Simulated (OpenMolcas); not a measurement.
**How basis sets differ on BH2SF (SMILES FBS)**

The species is BH2SF (5 atoms), meant as a singlet with charge 0. SMILES: `FBS`. The shape is that of a PBE0-D4/def2-TZVP optimisation. This is one conformer, not always the lowest.

```csv
atom,x (Å),y (Å),z (Å)
F,-1.1191,-0.9059,-1.0692
B,-0.4128,-0.3391,-0.1061
S,0.9724,0.6986,-0.5794
H,-0.7120,-0.5309,1.0337
H,1.3214,1.0037,0.6796
```

Each level gives the dipole moment (D). The values are calculated.

```csv
level,kind,program,value (D),CPU time
HF/STO-3G,Hartree–Fock,OpenMolcas,1.04,2.4 s
HF/3-21G,Hartree–Fock,OpenMolcas,2.23,2.5 s
HF/def2-SVP,Hartree–Fock,OpenMolcas,1.89,3.9 s
HF/aug-cc-pVDZ,Hartree–Fock,OpenMolcas,1.77,11 s
```

The values span 1.04 to 2.23 D. Sets without polarisation functions give poor dipoles. Times are those of the runs behind each value, whatever else they computed, on shared processors of several kinds: orders of magnitude only.
